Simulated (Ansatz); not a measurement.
Solid bromine, treated with r²SCAN in Ansatz (PAW).

Settings: plane-wave cutoff 560 eV, 10×10×4 k mesh (along the axes of the cell as run), Fermi–Dirac smearing 0.01 eV, scalar-relativistic PAW data made under PBE.

Computed at the level's own relaxed cell.

Problem. Give the computed smallest direct gap on the k points sampled, lattice parameter b and lattice parameter c.

Solution. 
- smallest direct gap on the k points sampled: 1.68 eV
- lattice parameter b: 4.247 Å
- lattice parameter c: 8.764 Å

Note: the cell comes from a level without a dispersion term, which matters for the spacing of layers, chains or molecules; the bulk modulus comes from volumes at which shape and atoms were relaxed.

Spin–orbit coupling is not included.

Computed values are for the static lattice.

Ansatz is an electronic-structure program.
